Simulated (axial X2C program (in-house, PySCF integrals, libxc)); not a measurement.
# Outer orbitals of BC⁻ at 1.428 Å, HF

All values were computed with an in-house relativistic program for diatomic molecules. Spin-free means the one-electron spin-free X2C Hamiltonian; two-component (2c) means X2C with spin–orbit coupling and atomic mean-field two-electron Coulomb and Gaunt terms, so the difference of the two also holds small scalar two-electron terms. Basis: C dyall-av3z [8s7p3d2f], B dyall-av3z [8s7p3d2f] (cores contracted in-house); Gaussian nuclei, density fitting, unrestricted open shells. Masses: C 12.000 u, B 11.009 u.

The distance is close to the 2c PBE0 minimum; the highest filled and lowest empty levels are listed.

Spin-free orbitals, state M_S = 1, Λ = 1 (beyond evenly filled blocks: σα, π+α, π+β, π-α) (Löwdin shares):

```json
{"symmetry": "σα", "occupied": "yes", "ε (eV)": "-17.07", "atomic character": "42% C s, 27% B s, 15% B p"}
{"symmetry": "σβ", "occupied": "yes", "ε (eV)": "-14.90", "atomic character": "48% C s, 21% B s, 19% B p"}
{"symmetry": "σα", "occupied": "yes", "ε (eV)": "-7.28", "atomic character": "36% B p, 26% B s, 21% C p"}
{"symmetry": "σβ", "occupied": "yes", "ε (eV)": "-4.18", "atomic character": "64% C p, 12% C s, 9% B s"}
{"symmetry": "σα", "occupied": "yes", "ε (eV)": "-3.99", "atomic character": "49% C p, 21% B p, 14% C s"}
{"symmetry": "π+α", "occupied": "yes", "ε (eV)": "-2.89", "atomic character": "50% B p, 41% C p, 5% C d"}
{"symmetry": "π-α", "occupied": "yes", "ε (eV)": "-2.89", "atomic character": "50% B p, 41% C p, 5% C d"}
{"symmetry": "π+β", "occupied": "yes", "ε (eV)": "-2.22", "atomic character": "62% C p, 28% B p, 6% B d"}
{"symmetry": "σβ", "occupied": "no", "ε (eV)": "3.31", "atomic character": "93% B p, 4% B s, 2% C s"}
{"symmetry": "σα", "occupied": "no", "ε (eV)": "3.32", "atomic character": "96% B p"}
{"symmetry": "π-β", "occupied": "no", "ε (eV)": "3.36", "atomic character": "99% B p"}
{"symmetry": "π+β", "occupied": "no", "ε (eV)": "3.38", "atomic character": "98% B p"}
{"symmetry": "π-α", "occupied": "no", "ε (eV)": "3.38", "atomic character": "98% B p"}
{"symmetry": "π+α", "occupied": "no", "ε (eV)": "3.38", "atomic character": "98% B p"}
```

Spinors with spin–orbit coupling (state Ω = 2):

```tsv
ω	occupied	ε (eV)	atomic character	λ mixture
1/2	yes	-17.07	42% C s, 27% B s, 15% B p	100% σ
-1/2	yes	-14.91	48% C s, 21% B s, 19% B p	100% σ
1/2	yes	-7.28	36% B p, 26% B s, 21% C p	100% σ
-1/2	yes	-4.18	64% C p, 12% C s, 9% B s	100% σ
1/2	yes	-3.99	49% C p, 21% B p, 14% C s	100% σ
-1/2	yes	-2.89	50% B p, 41% C p, 5% C d	100% π
3/2	yes	-2.89	50% B p, 41% C p, 5% C d	100% π
1/2	yes	-2.22	62% C p, 28% B p, 6% B d	100% π
-1/2	no	3.32	92% B p, 5% B s	100% σ
1/2	no	3.33	95% B p, 3% B s	100% σ
-3/2	no	3.36	99% B p	100% π
1/2	no	3.38	98% B p	100% π
3/2	no	3.38	98% B p	100% π
-1/2	no	3.38	98% B p	100% π
```

Mulliken charges and populations of the two-component result (they depend on the basis, above all on diffuse functions):

C -0.49 e (s 3.64 p 2.79 d 0.05), B -0.51 e (s 3.28 p 2.17 d 0.05 f 0.01). ⟨Lz⟩ = 1.00 ħ and ⟨Sz⟩ = 1.00 ħ (0.08 and 0.92 on the two atoms), which add up to Ω.

Occupations by symmetry block were frozen at the best pattern of an incomplete PBE0 search. PBE0 can misorder states that lie within some tenths of an eV, so this need not be the ground state of the molecule. The nearest other spin-free determinant of the search, M_S = 0, Λ = 1, lies 0.15 eV up at the distance of the search. With several unpaired electrons one determinant need not be a pure state. Open-shell Ω = 0 determinants with evenly filled partner blocks cannot be reached by this program, so the Ω shown need not be the lowest component. The determinant is spin-polarised beyond a pure state at some levels (its spin-free form has ⟨S²⟩ too high), which makes Re and μ there less reliable.
